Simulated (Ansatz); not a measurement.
Ideal-gas functions of `C#[O+]` at 400 K and 1 bar, from an Ansatz frequency run at PBE0-D4/def2-TZVP.

Molar mass 29.02 g/mol, point group C∞v (symmetry number 1), electronic degeneracy 1, moments of inertia 11.196 u Å². Harmonic wavenumbers (cm⁻¹, unscaled): 875, 875, 2291, 3227.

Use S(trans) = R[1.5 ln M + 2.5 ln T − 1.1517]; rotational temperatures θ = 24.2544 K / I; S(rot) = R[ln(T/σθ) + 1]; for each mode x = 1.438777 ν̃/T, S = R[x/(eˣ − 1) − ln(1 − e⁻ˣ)] and H = RT x/(eˣ − 1); 1 cm⁻¹ = 0.0119627 kJ/mol; R = 8.31446 J/(mol·K).

Question: By hand: the entropy, in J/(mol·K).

Answer: Translation 157.0. Rotation: θ = 2.1663 K, giving 51.7. Vibration, mode by mode: 1.54, 1.54, 0.02, 0.00, in all 3.1. Electronic 0.0. Sum 211.8 J/(mol·K).

Question: By hand: H − E and G − E in kJ/mol, counted from the electronic energy.

Answer: Zero-point energy ½ × 7268 × 0.0119627 = 43.5; thermal vibration 0.9; translation, rotation and pV give 3.5 RT = 11.6. H − E = 56.0 kJ/mol, and G − E = 56.0 − 400 × 211.8/1000 = -28.7 kJ/mol.

Vibration gives 1 % of the entropy; all modes have x over 3 and are hardly excited.
